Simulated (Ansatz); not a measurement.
Density of states of FePt (P4/mmm, a = 2.687 Å, b = 2.687 Å, c = 3.717 Å, α = 90.00°, β = 90.00°, γ = 90.00°), in states per eV and primitive cell, averaged over bins of 0.4 eV. All numbers below come from DFT PBEsol, scalar-relativistic, plane waves, PAW in Ansatz 0.2.0.

Plane waves to 420 eV, a k mesh through Γ of 16×16×12 on the computed 2-atom cell and Gaussian smearing (0.10 eV); collinear spin from starting moments 3.17 0.41 μB.

The cell is relaxed at this level. The states (both spins) are summed by tetrahedra on a 24×24×18 mesh at the self-consistent density. Energies are bin centres; the table starts no lower than −8 eV and ends at 6 eV, or lower where the solved bands end.

It is a metal at this level.

```
E − E_F (eV) total Fe 3d down Pt 5d up Fe 3d up Pt 5d down Pt 6s up Fe 4s up Fe 4s down
       -7.85   0.30        0.00      0.02      0.00        0.01      0.09      0.04        0.04
       -7.45   0.35        0.00      0.03      0.01        0.02      0.10      0.05        0.04
       -7.05   0.50        0.01      0.10      0.03        0.04      0.11      0.05        0.04
       -6.65   0.97        0.02      0.33      0.10        0.12      0.13      0.08        0.05
       -6.25   1.70        0.05      0.66      0.16        0.38      0.10      0.11        0.07
       -5.85   2.35        0.08      0.83      0.27        0.73      0.06      0.16        0.11
       -5.45   2.64        0.08      1.04      0.43        0.74      0.07      0.04        0.16
       -5.05   2.61        0.17      0.75      0.33        1.16      0.04      0.01        0.04
       -4.65   2.25        0.15      0.75      0.35        0.85      0.03      0.02        0.01
       -4.25   2.29        0.15      0.73      0.38        0.84      0.04      0.03        0.01
       -3.85   2.65        0.14      0.80      0.62        0.87      0.05      0.02        0.03
       -3.45   2.84        0.15      0.70      0.98        0.78      0.04      0.04        0.03
       -3.05   3.29        0.18      0.61      1.48        0.78      0.03      0.06        0.02
       -2.65   2.99        0.17      0.48      1.35        0.79      0.03      0.04        0.02
       -2.25   3.41        0.25      0.52      1.42        1.01      0.02      0.03        0.04
       -1.85   2.64        0.22      0.64      1.06        0.51      0.02      0.02        0.06
       -1.45   2.28        0.33      0.63      0.79        0.30      0.02      0.01        0.08
       -1.05   3.09        0.62      0.74      1.19        0.27      0.02      0.02        0.07
       -0.65   3.20        1.07      0.93      0.74        0.24      0.03      0.03        0.04
       -0.25   1.89        0.86      0.40      0.30        0.14      0.04      0.04        0.02
        0.15   1.16        0.62      0.14      0.11        0.11      0.04      0.06        0.01
        0.55   2.11        1.49      0.10      0.07        0.25      0.04      0.06        0.02
        0.95   2.35        1.62      0.05      0.05        0.43      0.04      0.05        0.01
        1.35   2.32        1.65      0.04      0.03        0.38      0.04      0.05        0.01
        1.75   1.76        1.22      0.04      0.03        0.24      0.04      0.04        0.02
        2.15   0.68        0.23      0.05      0.02        0.08      0.05      0.04        0.03
        2.55   0.66        0.16      0.06      0.02        0.06      0.07      0.04        0.04
        2.95   0.62        0.14      0.04      0.02        0.04      0.06      0.04        0.05
        3.35   0.56        0.10      0.03      0.01        0.04      0.05      0.04        0.05
        3.75   0.52        0.08      0.02      0.01        0.03      0.04      0.04        0.04
        4.15   0.48        0.06      0.02      0.01        0.02      0.03      0.03        0.04
        4.55   0.43        0.04      0.01      0.01        0.02      0.03      0.03        0.04
        4.95   0.40        0.03      0.01      0.01        0.01      0.03      0.02        0.03
        5.35   0.40        0.02      0.01      0.01        0.01      0.05      0.02        0.03
        5.75   0.43        0.02      0.02      0.01        0.01      0.07      0.05        0.02
```

The columns after the total are the main Löwdin projections on the occupied valence shells of the potentials; 1 other is left out. The rest of the total lies in those, in shells that are empty in the free atom, which aren't projected, and between the atoms.

Spin-orbit coupling is left out, which matters for the bands of heavy elements. Only parallel moments were tried here.

Only this magnetic start was tried.